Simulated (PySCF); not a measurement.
A made-up structure of CH₂BN, closed shell:

```
5
angstrom
B -0.7372 1.2270 -0.3128
C 0.4613 0.3779 0.1256
N -0.5315 -0.3638 -0.1486
H -0.5993 -1.3807 -0.1079
H 1.4524 0.1986 0.4560
```

It is relaxed with PBE-D4/def2-SVP and then PBE0-D4/def2-TZVP (PySCF 2.14 with density fitting (its default auxiliary sets; JK sets also for MP2 and CCSD(T))). Atoms count as bonded within 1.22 times the sum of their covalent radii (H–H: 0.88 Å). The end point is not checked to be a true minimum.

(1) Does its bonding change? (A judgement: the text doesn't fix the answer.)

## Answers

(1) By the calculation: No: no bond forms or breaks.

Where it ends: The first stage lowers the energy by 0.16 eV in 6 steps. It ends as CH₂BN ([B]1[CH][NH]1):
```xyz
5
angstrom
B -0.8629 1.1356 -0.3482
C 0.5041 0.4297 0.1352
N -0.4753 -0.3321 -0.1324
H -0.6187 -1.3384 -0.1161
H 1.5016 0.1617 0.4725
```

Labels in which every atom is bracketed show which atoms are joined, not bond orders.

For scale, one of the runs: PBE0-D4/def2-TZVP relaxation, 105 basis functions, launched by `OMP_NUM_THREADS=2 python run.py`. Time: 19 s of wall clock on 2 CPU threads of an Arm Neoverse V1; the host was shared. Peak host memory: 0.99 GiB.
